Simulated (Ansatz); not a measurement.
**PH2+ (triplet): wave-function methods side by side at angle H2–P1–H3 = 180.0°, cc-pVDZ**

How much of the correlation energy of PH2+ (triplet) does each wave-function method recover here?

Program: Ansatz 0.2.0, Gaussian basis. Level of theory: cc-pVDZ, core rule «outside noble gas», up to 5 orbitals frozen. These are calculated values, not measurements.

The runs, in order: UHF; CCSD(T) on ROHF; CCSD(T) on UHF; BCCD(T) on ROHF; CISD; CCSDT(Q) on ROHF; CCSDT(Q) on UHF; CASSCF and MRCISD+Q, 4 electrons in 4 orbitals; CASSCF and NEVPT2, 4 electrons in 4 orbitals; CASSCF and MRCISD+Q, 6 electrons in 6 orbitals; CASSCF and NEVPT2, 6 electrons in 6 orbitals; Full CI.

19 further runs of the same task are left out: 10 that didn't finish, 9 set aside as unsound or not needed.

### Step 1. The system

The geometry derives from a PBE0/def2-TZVP stationary point (not a proven minimum). One angle is set to the value named; bond lengths are kept.

3 atoms, charge 1, spin multiplicity 3.

Atoms are counted from 1 here; the program's logs count them from 0.

Bond lengths: P1–H2 1.416 Å, P1–H3 1.416 Å. Angles: H2–P1–H3 180.0°.

### Step 2. UHF

Input file in.yaml:

```yaml
crystal:
  periodic: [false, false, false]
  atoms:
    - {symbol: P, position_ang: [0.000000, 0.000000, 0.000000]}
    - {symbol: H, position_ang: [0.000000, 0.000000, -1.416022]}
    - {symbol: H, position_ang: [0.000000, 0.000000, 1.416022]}
basis:
  gaussian: {orbitals: cc-pVDZ}
total_charge: 1
magnetization: {spin_polarized: true, initial_magnetization: 2}
hamiltonian: {xc: hf}
output: {orbitals: {seedname: orbitals}}
```

Launch:

```bash
> ansatz run in.yaml --threads 1 --pin off --events-out ev --progress --plain --max-ram 2393MiB
```

Further steps of the session: CCSD(T) on ROHF; CCSD(T) on UHF; BCCD(T) on ROHF; CISD; CCSDT(Q) on ROHF; CCSDT(Q) on UHF; CASSCF and MRCISD+Q, 4 electrons in 4 orbitals; CASSCF and NEVPT2, 4 electrons in 4 orbitals; CASSCF and MRCISD+Q, 6 electrons in 6 orbitals; CASSCF and NEVPT2, 6 electrons in 6 orbitals; Full CI.

Before running them: what should the planned runs give, taken together? Wanted: FCI below the RHF energy; RMP2 from FCI; UMP2 from FCI; RCCSD from FCI; RCCSD(T) from FCI; UCCSD(T) from FCI; RCCSDT(Q) from FCI; UCCSDT(Q) from FCI; NEVPT2 pair from FCI.

As calculated:

| quantity | value |
| --- | --- |
| FCI below the RHF energy | -3.3771 eV |
| RMP2 from FCI | +763.2 meV |
| UMP2 from FCI | +765.4 meV |
| RCCSD from FCI | +93.6 meV |
| RCCSD(T) from FCI | +22.5 meV |
| UCCSD(T) from FCI | +20.1 meV |
| RCCSDT(Q) from FCI | +0.3 meV |
| UCCSDT(Q) from FCI | -0.1 meV |
| NEVPT2 pair from FCI | +720.4 meV |
| MRCISD+Q pair from FCI | +14.7 meV |
| NEVPT2 valence from FCI | +515.7 meV |
| levels within 1 kcal/mol (43 meV) | RCCSD(T), UCCSD(T), BCCD(T), RCCSDT, UCCSDT, RCCSDT(Q), UCCSDT(Q), MRCISD+Q pair, MRCISD+Q valence |
| T1 diagnostic | 0.032 |
| effectively unpaired electrons | 2.05 |

**Reading.** RCCSD(T) misses by +22.5 meV, 0.7 % of the correlation energy. One determinant dominates. Of the multireference levels listed MRCISD+Q valence comes nearest in total energy (+2.0 meV), which doesn't show that its space is the better one. These misses are within one basis, not against nature; the frozen cores of restricted and unrestricted runs differ, which can shift their rows.
